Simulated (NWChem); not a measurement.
# Correlation energy of fluorine (F₂)

```xyz
2

F      0.0000     0.0000     0.6882
F      0.0000     0.0000    -0.6882
```
Charge 0, spin multiplicity 1.

Program: NWChem. The geometry was optimised at PBE0/def2-SVP, a minimum by its harmonic frequencies.

Basis set: STO-3G. Each correlation energy counts from its own Hartree-Fock reference.

The correlated methods keep 2 core orbitals frozen. No row is a measurement; the coupled-cluster row has its own basis-set and correlation limits.

```csv
method,correlation energy (mHa),remark
MP2,…,-
SCS-MP2,…,-
CCSD,-74.5,-
CCSD+T(CCSD),-74.5,-
CCSD(T),-74.5,-
CR-CCSD[T],-74.5,large amplitudes
CR-CCSD(T),-74.5,large amplitudes
CCSDT,-74.5,large amplitudes
```

### Question
Fill in the missing entries.

### Answer

- MP2, correlation energy (mHa): -48.0
- SCS-MP2, correlation energy (mHa): -57.6
